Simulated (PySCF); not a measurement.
Species: `N#C/C=C\C=O`. The columns A, B, C and D hold Mulliken, IAO, Hirshfeld and ESP-fitted charges (e) of one PBE0/pcSseg-1 density (PySCF), in a shuffled order. Coordinates in Å (GFN2-xTB); the density's dipole moment is (0.62, -3.16, 0.35) D.

```csv
atom,x,y,z,A,B,C,D
N1,2.228,1.433,-0.482,-0.207,-0.190,-0.449,-0.219
C2,1.584,0.508,-0.275,+0.130,+0.084,+0.489,+0.082
C3,0.837,-0.661,-0.021,-0.156,+0.003,-0.404,-0.068
C4,-0.491,-0.673,0.151,-0.149,-0.015,-0.084,-0.160
C5,-1.312,0.543,0.093,+0.247,+0.126,+0.460,+0.285
O6,-2.504,0.557,0.243,-0.360,-0.207,-0.432,-0.334
H7,1.425,-1.570,0.027,+0.199,+0.083,+0.245,+0.167
H8,-1.016,-1.598,0.344,+0.182,+0.070,+0.153,+0.137
H9,-0.737,1.467,-0.105,+0.115,+0.045,+0.023,+0.111
```

Task: Which column most likely holds the ESP-fitted charges?

Result: C. Σ q r misses the density's dipole by 0.02 D (C), 0.92 D (D), 0.96 D (A), 1.06 D (B). Charges fitted to the outside potential are the only set here that is tied to the molecule's multipoles.

Task: And the Hirshfeld charges?

Result: B. The mean sizes are 0.091 e (B), 0.174 e (D), 0.194 e (A), 0.304 e (C), and Hirshfeld charges are commonly the smallest of these schemes.

As computed, A = IAO, B = Hirshfeld, C = ESP-fitted, D = Mulliken. Hydrogens on carbon: IAO +0.11 to +0.20, Hirshfeld +0.05 to +0.08, ESP-fitted +0.02 to +0.24, Mulliken +0.11 to +0.17 e.

The ESP scheme is a least-squares fit of atom-centred charges to the potential on four shells outside the van der Waals surface, with the total charge fixed. The Mulliken scheme gives each basis function's population to the atom it is centred on and halves the overlap population of two atoms between them.

One conformer (not necessarily the lowest) at the GFN2-xTB geometry, without solvent, vibrations or thermal averaging.

The values belong to the conformer `[N:1]#[C:2]/[CH:3]=[CH:4]\[CH:5]=[O:6]`: C3–C4–C5–O6 180°.
